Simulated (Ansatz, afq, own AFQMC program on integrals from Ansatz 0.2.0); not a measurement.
P⁺, triplet in cc-pVQZ, levels against full CI

A free P cation.

Basis cc-pVQZ. Only valence electrons are correlated. Ansatz 0.2.0 and our own AFQMC program on the same integrals; the CISD trial comes from CCSD amplitudes, and released means the phaseless constraint is let go. Uncertainties: one standard error, sampling alone.

Determinant: UHF, the one that the program's search chose, which needn't be the lowest solution.

Full CI on the same integrals is exact in this basis and with this determinant's frozen core.

The T1 diagnostic is 0.0103, the weight of the determinant in the CISD state is 0.942 and the ⟨S²⟩ of the determinant is 2.013. The size of the correlated space is 4 electrons in 54 orbitals.

Reference: full CI, correlation energy -2.404 eV. The released energy is read at 1.62 1/Eh, later times being too noisy (meV from the phaseless value at times in 1/Eh: -0.9 ± 1.0 at 0.24, -2.9 ± 0.7 at 0.51, -5.0 ± 1.2 at 0.99, -4.1 ± 0.7 at 1.62, 375 ± 379 at 2.40).

| level | E − E(reference) (mEh) | share of correlation (%) |
| --- | --- | --- |
| HF | 88.34 | 0.00 |
| MP2 | 21.87 | 75.24 |
| CCSD | 3.33 | 96.23 |
| CCSD(T) | 0.71 | 99.20 |
| CCSDT | 0.07 | 99.92 |
| CCSDT(Q) | 0.01 | 99.99 |
| ph-AFQMC/HF | 4.27 ± 0.41 | 95.16 |
| ph-AFQMC/CISD | 0.21 ± 0.05 | 99.77 |
| released AFQMC | 0.06 ± 0.03 | 99.94 |

CCSDT and higher add their correlation energy to the determinant of the CCSD(T) run, since their own runs factorise the integrals more tightly (a shift of under 2 meV). A walk keeps the symmetry of its determinant, which the program's search chose and which needn't be the lowest solution, so a lower state of the same spin and another symmetry isn't excluded. Released energies are given only where the last usable release times agree within the noise; a slower fall can still hide under it.
